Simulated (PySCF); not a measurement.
Work out the structure from these simulated measurements.

Elements present: C, H and O. Monoisotopic mass: 87.0452 u (electron mass counted); charge -1.

* 13C NMR: chemical shifts (computed TMS as zero) by class: 175.6 (1 C), 45.6 (1 C), 24.7 (2 C) ppm [GIAO PBE0/pcSseg-1]
* XPS: C1s 285.5, C1s 286.2 (×2), C1s 287.5, O1s 530.5 (×2) eV [ΔSCF SCAN, pcX-2 on the ionised atom, pcseg-1 elsewhere, spin-free X2C]
* 1H NMR: chemical shifts (computed TMS as zero) by class: 1.63 (1 H), 0.92 (6 H) ppm [GIAO PBE0/pcSseg-1]
* Couplings: largest of the computed one-bond spin–spin couplings (means over like bonds): 13C–1H +138.0, 13C–1H +128.5 (×6), 13C–13C +42.3, 13C–13C +33.8 (×2), 17O–13C +29.2 (×2) Hz [B3LYP/pcJ-1, spin–dipole term left out]
* Rotational structure: rotational constants A, B, C: 5.107, 2.754, 2.637 GHz [GFN2-xTB]
* NMR, other nuclei: isotropic shieldings of nuclei other than C and H, by class: 13 (2 O) ppm [GIAO PBE0/pcSseg-1]

Gas-phase values; electronic properties from PySCF, density fitting. Levels stand in brackets. Geometry: GFN2-xTB, one conformer, isolated ion. No diffuse functions stand in pcJ-1 and pcSseg-1, which bears on an anion's orbital energies. NMR classes are plain means over equivalent atoms (diastereotopic ones count apart unless rotation or inversion swaps them), as if these changed places fast.

Problem. Which formula fits the mass and the elements?

Solution. C4H7O2 (calculated 87.0452). No other formula that holds each of these elements comes within 0.0003 u with a fitting electron parity and a possible valence count.

Problem. What is the compound? Reason from the data.

Solution. Numbering: `[CH3:1][CH:2]([CH3:3])[C:4](=[O:5])[O-:6]`. 4 carbons fall into 3 classes; from least to most shielded: carboxylate carbon [C4] (175.6 ppm), sp3 carbon next to a carbonyl [C2] (45.6 ppm), methyl carbon [C1/C3] (24.7 ppm, 2 C). Hydrogen classes from least to most shielded: 1 H on an sp3 carbon next to a carbonyl, C2 (1.63 ppm), 6 H on 2 methyl carbons, C1/C3 (0.92 ppm, a mean of values up to 1.4 ppm apart in this geometry). The other shieldings belong to: 13 ppm, carboxylate oxygen [O5/O6]. The couplings run between: +138.0 Hz, sp3 carbon next to a carbonyl [C2] and its hydrogen; +128.5 Hz, methyl carbon [C1] and its hydrogen (with 5 like pairs); +42.3 Hz, sp3 carbon next to a carbonyl [C2] and carboxylate carbon [C4]; +33.8 Hz, methyl carbon [C1] and sp3 carbon next to a carbonyl [C2] (with 1 like pair); +29.2 Hz, carboxylate oxygen [O5] and carboxylate carbon [C4] (with 1 like pair). The core levels belong to: C1s 285.5 eV, sp3 carbon next to a carbonyl [C2]; C1s 286.2 eV, methyl carbon [C1/C3]; C1s 287.5 eV, carboxylate carbon [C4]; O1s 530.5 eV, carboxylate oxygen [O5/O6]. One atom of each topological class was ionised and stands for its class. The optimised geometry has point group Cs and is an asymmetric top. Structure: 2-methylpropanoate, `CC(C)C(=O)[O-]`. Computed isomers that give other values at the same levels: `C=C([O-])OCC` (13C chemical shifts (computed TMS as zero) by class: 169.6 (1 C), 52.7 (1 C), 29.9 (1 C), 21.0 (1 C) ppm). The assignments are read from this structure; whether some other isomer fits the data as well wasn't checked.

Conformer computed: `[CH3:1][CH:2]([CH3:3])[C:4](=[O:5])[O-:6]`: C1–C2–C4–O5 -119°.
